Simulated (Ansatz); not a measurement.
C2Cl4: measurement beside calculation (Ansatz, PBE0-D4/def2-TZVP geometry).

```xyz
6

C    -0.3388   -0.4708   -0.3343
C     0.3388    0.4708    0.3343
Cl    0.3788   -1.9407   -0.8091
Cl   -1.9750   -0.2774   -0.7661
Cl   -0.3788    1.9407    0.8091
Cl    1.9750    0.2774    0.7661
```

Enthalpy of formation at 298 K: -3.0 kcal/mol (zero for an element's reference state; older measured values of the G2 set, as listed by Staroverov and co-workers, J. Chem. Phys. 119, 12129, 2003). With their computed zero-point and thermal terms and the atoms' enthalpies of Curtiss and co-workers (1997) it gives an electronic atomization energy of 466.6 kcal/mol.

```tsv
level	atomization (kcal/mol)	error	error per bond
LDA (SPW92)	590.9	124.3	24.9
PBE-D4	507.9	41.3	8.3
revPBE-D4	488.6	22.0	4.4
BLYP-D4	470.6	4.0	0.8
r2SCAN-D4	480.2	13.6	2.7
B97M-V	478.6	12.0	2.4
PBE0-D4	486.4	19.8	4.0
B3LYP-D4	463.3	-3.3	-0.7
r2SCANh-D4	473.1	6.5	1.3
r2SCAN0-D4	463.0	-3.6	-0.7
HSE06-D4	487.1	20.5	4.1
BHLYP-D4	434.8	-31.8	-6.4
CAM-B3LYP-D4	462.6	-4.0	-0.8
ωB97X-V	471.7	5.1	1.0
ωB97M-V	475.0	8.4	1.7
B2PLYP	459.0	-7.6	-1.5
PBE-QIDH	476.0	9.4	1.9
PBE	501.5	34.9	7.0
revPBE	470.2	3.6	0.7
BLYP	456.4	-10.2	-2.0
r2SCAN	478.7	12.1	2.4
PBE0	480.9	14.3	2.9
B3LYP	452.7	-13.9	-2.8
r2SCANh	471.5	4.9	1.0
r2SCAN0	461.2	-5.4	-1.1
HSE06	482.0	15.4	3.1
BHLYP	426.3	-40.3	-8.1
CAM-B3LYP	456.9	-9.7	-1.9
LC-ωPBE	467.8	1.2	0.2
RPA@PBE/def2-TZVPP	404.9	-61.7	-12.3
HF/def2-TZVPP	289.3	-177.3	-35.5
MP2/def2-TZVPP	482.3	15.7	3.1
SCS-MP2/def2-TZVPP	461.2	-5.4	-1.1
CCSD/def2-TZVPP	430.2	-36.4	-7.3
CCSD(T)/def2-TZVPP	449.0	-17.6	-3.5
HF/def2-QZVPP	289.9	-176.7	-35.3
MP2/def2-QZVPP	494.1	27.5	5.5
SCS-MP2/def2-QZVPP	473.2	6.6	1.3
CCSD/def2-QZVPP	440.7	-25.9	-5.2
CCSD(T)/def2-QZVPP	460.9	-5.7	-1.1
HF/CBS(def2)	290.0	-176.6	-35.3
MP2/CBS(def2)	502.5	35.9	7.2
CCSD/CBS(def2)	448.1	-18.5	-3.7
CCSD(T)/CBS(def2)	469.3	2.7	0.5
```

Functionals use def2-TZVPP; B3LYP here is the variant with VWN-RPA as its local correlation; programs differ in this. The calculations leave out spin–orbit coupling, scalar relativity and, for the correlated methods, core correlation; together these are worth up to about 1 kcal/mol a heavy atom. HSE06 is defined as in plane-wave codes. CBS extrapolates def2-TZVPP and def2-QZVPP. T1 = 0.011.
